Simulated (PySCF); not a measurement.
## `C[C@@H]1CC[C@@H]1S`, C₅H₁₀S

Geometry:
```
atom   x (Å)   y (Å)   z (Å)
  C1   1.536   0.482  -0.507
  C2   0.490   0.283   0.574
  C3   0.173  -1.197   0.865
  C4  -1.157  -1.055   0.109
  C5  -0.976   0.465   0.120
  S6  -1.306   1.285  -1.478
  H7   1.279  -0.087  -1.396
  H8   1.610   1.532  -0.782
  H9   2.507   0.149  -0.146
 H10   0.750   0.879   1.453
 H11   0.878  -1.911   0.444
 H12   0.041  -1.406   1.924
 H13  -2.049  -1.430   0.607
 H14  -1.115  -1.466  -0.897
 H15  -1.594   0.964   0.867
 H16  -1.073   2.523  -1.050
```

Method used: GIAO PBE0/cc-pVDZ magnetisability, non-relativistic, IEF-PCM acetone in PySCF 2.14.0. Geometry: GFN2-xTB.

(1) How diamagnetic is it, and how anisotropic?

(2) Split it along the inertial axes a, b, c into diamagnetic and paramagnetic parts about the centre of mass, with the quadrupole moment.

## Answers

(1) Isotropic -1262 × 10⁻³⁰ J/T², or -76.0 × 10⁻⁶ cm³/mol; principal values -1373, -1297, -1116 × 10⁻³⁰ J/T², anisotropy 228 × 10⁻³⁰ J/T² (root of half the summed squared differences of the principal values). The susceptibility is in cgs units.

(2) 
| axis | χ (10⁻⁶ cm³/mol) | diamagnetic (10⁻⁶ cm³/mol) | paramagnetic (10⁻⁶ cm³/mol) | summed x² of all electrons (Å²) | quadrupole Θ (D Å) |
| --- | --- | --- | --- | --- | --- |
| a | -81.6 | -400.1 | 318.5 | 117.6 | -3.06 |
| b | -76.0 | -606.5 | 530.5 | 68.9 | +0.26 |
| c | -70.5 | -791.3 | 720.8 | 25.4 | +2.81 |

Anisotropies 2χaa − χbb − χcc = -16.7 and 2χbb − χaa − χcc = +0.2 × 10⁻⁶ cm³/mol. Θ is traceless in Buckingham's convention.
